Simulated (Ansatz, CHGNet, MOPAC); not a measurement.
# Wurtzite ZnS (high-temperature phase): properties by level of theory

Reference values: lattice constant a 3.823 Å (measured, temperature not stated, not corrected to a static lattice, our sources range from 3.811 to 3.823; as tabulated in Kisi, Elcombe, Acta Cryst. C 45, 1867 (1989), by the Crystallography Open …); lattice parameter c 6.261 Å (measured, temperature not stated, no zero-point or thermal correction, our sources range from 6.234 to 6.261; as tabulated in Kisi, Elcombe, Acta Cryst. C 45, 1867 (1989), by the Crystallography Open …).

| level (code) | lattice constant a (Å) | c axis length (Å) |
|---|---|---|
| MNDO semi-empirical Hartree-Fock (MOPAC) | 3.825 | 6.268 |
| CHGNet-r²SCAN | ___ | 6.240 |
| PBE (Ansatz) | 3.845 | ___ |
| rVV10 (Ansatz) | 3.849 | 6.328 |
| r²SCAN-D4 (Ansatz) | 3.791 | 6.223 |
| B3LYP (VWN-RPA form) (Ansatz) | 3.882 | 6.366 |

Task: Some entries are withheld; supply them.

Result: 
- CHGNet-r²SCAN, lattice constant a (Å): 3.806
- PBE (Ansatz, a first-principles code), c axis length (Å): 6.305

Differences from the reference values (errors of the level alone only where the reference is corrected to a static lattice):

| level | lattice constant a (%) | lattice parameter c (%) |
|---|---|---|
| MNDO semi-empirical Hartree-Fock (MOPAC) | +0.05 | +0.11 |
| CHGNet-r²SCAN | -0.44 | -0.34 |
| PBE | +0.58 | +0.70 |
| rVV10 | +0.68 | +1.07 |
| r²SCAN-D4 | -0.84 | -0.61 |
| B3LYP (VWN-RPA form) | +1.54 | +1.68 |

Nearest: lattice constant a, not ranked (reference at room or unstated temperature); lattice parameter c, not ranked (reference at room or unstated temperature).

Machine-learned potentials (CHGNet-r²SCAN) are trained on DFT data: a solid inside that data is no test of them.

Caveats: the method was fitted mainly to molecules (MNDO semi-empirical Hartree-Fock (MOPAC)); the run uses a supercell at the zone centre in place of a k mesh (MNDO semi-empirical Hartree-Fock (MOPAC)). Ansatz's density-functional and Hartree–Fock values are scalar-relativistic unless marked +SOC, with PAW data made under PBE.

Differences are worked out from the printed values.
